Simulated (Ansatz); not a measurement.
For 1T (CdI2-type) ZrSe2, PBEsol (Ansatz, a first-principles code, plane waves, PAW) gives:

```
Item                                                               Result
---------------------------------------------------------  --------------
lattice constant a                                                3.729 Å
lattice parameter c                                               6.137 Å
band gap at the measured cell (atoms relaxed with PBEsol)         0.18 eV
formation enthalpy                                         -1.345 eV/atom
```

Task: What does PBE0 in Ansatz (PAW) give for the same quantities?

Result: 
- lattice constant a: 3.792 Å (goes up by 1.7 %)
- lattice parameter c: 6.752 Å (grows by 10 %)
- band gap at the measured cell (atoms relaxed with PBEsol): 1.52 eV (rises by 1.34 eV)
- formation enthalpy: -1.564 eV/atom (moves by -0.219 eV/atom)

For comparison: lattice constant a 3.77 Å (measured, temperature not stated, not corrected to a static lattice; as tabulated in Björkman (2014), arXiv:1406.2436); lattice parameter c 6.122 Å (measured, temperature not stated, zero-point anharmonic expansion removed (computed with revB86b-DF2); no thermal correction; as tabulated in Björkman (2014), arXiv:1406.2436); band gap 1.18 eV (measured, temperature not stated, no zero-point or thermal correction, fundamental, indirect, sources range from 0.90 to 1.20; as tabulated in Rybak et al. (2022), arXiv:2210.12074).

Changes are worked out from the printed values.

Unless a cell is named, each level is at its own relaxed cell (PBEsol 24.65, PBE0 28.03 Å³/atom).

Levels without +SOC have no spin–orbit coupling; where heavier elements are present it shifts gaps, mostly down, and can invert bands. Density-functional gaps are differences of (generalised) Kohn–Sham levels.

Caveats: the cell comes from a level without a dispersion term, which matters for the spacing of layers, chains or molecules (PBEsol, PBE0). Ansatz's density-functional and Hartree–Fock values are scalar-relativistic unless marked +SOC, with PAW data made under PBE.
